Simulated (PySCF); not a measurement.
H₃NS, SMILES NS, point group Cs.

Level: B3LYP/pcSseg-2 in PySCF (density fitting, grid level 2); geometry and Hessian at that level, cubic constants and property derivatives from steps of ±0.6 along each species' dimensionless normal coordinates, second-order vibrational perturbation theory. The parent has the commonest isotopes.

Equilibrium geometry (Å):

```csv
atom,x,y,z
N1,-0.5341,0.1708,0.1329
S2,0.9488,-0.4252,-0.5071
H3,-1.1798,-0.5840,0.3131
H4,-0.9534,0.8439,-0.4918
H5,1.7531,0.0059,0.4841
```

Problem. Give the equilibrium and ground-state rotational constants (MHz) of parent; ³³S at 2; ²H at 5; ³³S at 2, ²H at 5; ²H at 3; ¹⁵N at 1; ³³S at 2, ²H at 3.

Solution. 
```csv
species,Ae,Be,Ce,A0,B0,C0,Δ0 (u Å²),harmonic ZPE (cm⁻¹)
parent,148270,14160,13908,147340,14052,13806,-2.789,7730
³³S at 2,148160,14034,13785,147230,13927,13684,-2.789,7727
²H at 5,101930,13873,13083,101390,13779,12985,-2.741,7194
"³³S at 2, ²H at 5",101750,13760,12980,101210,13667,12883,-2.741,7191
²H at 3,121820,13126,12943,121090,13021,12848,-3.651,7005
¹⁵N at 1,148040,13670,13432,147120,13567,13336,-2.789,7709
"³³S at 2, ²H at 3",121740,13006,12826,121010,12902,12732,-3.653,7002
```

Δ0 = Ic − Ia − Ib from the ground-state constants.

Problem. How is the parent's vibrational correction B0 − Be made up?

Solution. 
| axis | harmonic | Coriolis | cubic | total (MHz) |
| --- | --- | --- | --- | --- |
| a | 1040 | -1340 | -636 | -936 |
| b | 36.6 | -5.37 | -140 | -109 |
| c | 31.6 | -6.68 | -127 | -102 |

Problem. And its quartic centrifugal distortion constants from the harmonic force field?

Solution. Asymmetric top, A reduction, Ir representation: ΔJ = 21 kHz, ΔJK = 299 kHz, ΔK = 2540 kHz, δJ = -0.0188 kHz, δK = -878 kHz.

Problem. Which nuclear quadrupole couplings χaa, χbb, χcc (MHz) does the parent show, at equilibrium and averaged?

Solution. 14N at 1: 3.8, -5.3, 1.6 and 3.8, -5.3, 1.6.

Internal rotors are held in one well.
